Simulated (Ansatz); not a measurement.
Relaxation of AlH₆NS (9 atoms, charge 0, multiplicity 1), to a largest force component of 0.03 eV/Å in at most 50 steps.

These are results of RKS PBE-D4/6-31G* in Ansatz 0.2.0, not measurements.

```xyz
9
Properties=species:S:1:pos:R:3
Al -1.236 -0.601 -0.192
N -0.658 1.071 0.445
H -1.791 -0.664 -1.686
H -1.169 -1.797 0.869
H 1.433 0.413 -0.309
S 2.256 -0.532 -0.855
H -0.824 1.938 -0.067
H -0.504 1.270 1.434
H 2.493 -1.098 0.361
```

Where does it end, and by what steps?

It converged. The force dipped under the threshold on the way, but the program's further checks kept it going. After 37 steps the energy has fallen by 1.551 eV; H5 moved furthest, 1.72 Å. Parted: H5–S6. Joined: Al1–S6, N2–H5.

| step | energy less start (eV) | largest force component (eV/Å) | accepted |
| --- | --- | --- | --- |
| 0 | 0.0000 | 1.087 | yes |
| 2 | -0.1675 | 0.279 | yes |
| 4 | -0.2379 | 0.382 | yes |
| 6 | -0.2717 | 0.259 | yes |
| 8 | -0.5390 | 0.992 | yes |
| 10 | -1.1414 | 3.767 | yes |
| 12 | -1.4071 | 1.152 | yes |
| 14 | -1.5347 | 0.175 | yes |
| 16 | -1.5444 | 0.080 | yes |
| 18 | -1.5359 | 0.512 | no |
| 20 | -1.5459 | 0.066 | yes |
| 22 | -1.5426 | 0.202 | no |
| 24 | -1.5468 | 0.073 | yes |
| 26 | -1.5476 | 0.114 | yes |
| 28 | -1.5482 | 0.152 | yes |
| 30 | -1.5485 | 0.199 | no |
| 32 | -1.5504 | 0.043 | yes |
| 34 | -1.5510 | 0.038 | yes |
| 36 | -1.5511 | 0.018 | yes |
| 37 | -1.5514 | 0.021 | yes |

```xyz
9
Properties=species:S:1:pos:R:3
Al -0.397 -0.783 -0.421
N -0.328 1.154 0.345
H -1.236 -0.497 -1.763
H -1.015 -1.577 0.837
H 0.308 1.714 -0.240
S 1.802 -1.118 -0.812
H -1.243 1.625 0.358
H 0.050 1.173 1.301
H 2.058 -1.692 0.396
```

Whether the end is a true minimum wasn't checked by a vibrational analysis.

Run time: 44 s on 1 CPU thread of a shared host.
